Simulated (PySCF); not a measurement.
**How the method moves the HOMO and LUMO of `C=C(C)C(=C)F`**

C5H7F.
Z-matrix (Å and degrees, PBE0-D3(BJ)/def2-SVP geometry), rows numbered from 1:
```
C 
C   1  1.3423
C   2  1.4992  1  122.64
C   2  1.4675  1  119.84  3  -179.83
C   4  1.3364  2  127.13  1   178.95
F   4  1.3385  2  114.17  1    -0.92
H   1  1.0909  2  121.41  3   179.85
H   1  1.0925  2  120.70  3    -0.11
H   3  1.1017  2  111.25  1   121.55
H   3  1.1018  2  111.24  1  -119.05
H   3  1.0979  2  110.73  1     1.24
H   5  1.0883  4  120.86  2     0.10
H   5  1.0907  4  120.12  2  -179.85
```

Basis pcSseg-1 throughout (PySCF), one geometry. The structure is a single PBE0-D3(BJ)/def2-SVP conformer in the gas phase; no vibrational or solvent corrections.

Q: How do the orbital energies, the gap and the dipole change with the method?

A: 
```csv
method,kind,HOMO (eV),LUMO (eV),gap (eV),μ (D),SCF cycles
BLYP,GGA,-5.69,-1.72,3.96,1.52,15
B97-D,GGA,-5.79,-1.78,4.01,1.56,15
OPBE,GGA,-5.80,-1.77,4.02,1.53,16
KT3,GGA,-5.83,-1.81,4.03,1.52,15
PBE,GGA,-5.86,-1.87,3.98,1.53,15
KT2,GGA,-5.86,-1.84,4.02,1.56,16
BP86,GGA,-5.96,-1.97,3.98,1.55,15
LDA,LDA,-6.06,-2.11,3.95,1.61,15
B97-2,global hybrid,-6.66,-1.01,5.65,1.65,14
B3LYP,global hybrid,-6.69,-1.17,5.53,1.63,14
PBE0,global hybrid,-6.91,-0.97,5.94,1.65,14
mPW1PW91,global hybrid,-6.93,-0.99,5.94,1.67,14
BHandHLYP,global hybrid,-7.78,0.10,7.89,1.75,12
CAM-B3LYP,range-separated hybrid,-8.15,0.16,8.31,1.67,13
wB97X-D,range-separated hybrid,-8.69,0.78,9.46,1.69,13
HF,Hartree–Fock,-9.05,2.79,11.84,1.86,10
LC-wPBE,range-separated hybrid,-9.48,1.23,10.72,1.67,13
```

The HOMO spans 3.80 eV, from BLYP down to LC-wPBE, and the gap runs from 3.95 eV (LDA) to 11.84 eV (HF). Over the methods BLYP (0 %), B97-D (0 %), OPBE (0 %), KT3 (0 %), PBE (0 %), KT2 (0 %), BP86 (0 %), LDA (0 %), B97-2 (21 %), B3LYP (20 %), PBE0 (25 %), mPW1PW91 (25 %), BHandHLYP (50 %), HF (100 %), a straight line through the gap against the share of exact exchange rises by 0.78 eV for each 10 % (correlation coefficient 1.000). The dipole ranges from 1.52 D (BLYP) to 1.86 D (HF). This basis has no diffuse functions.
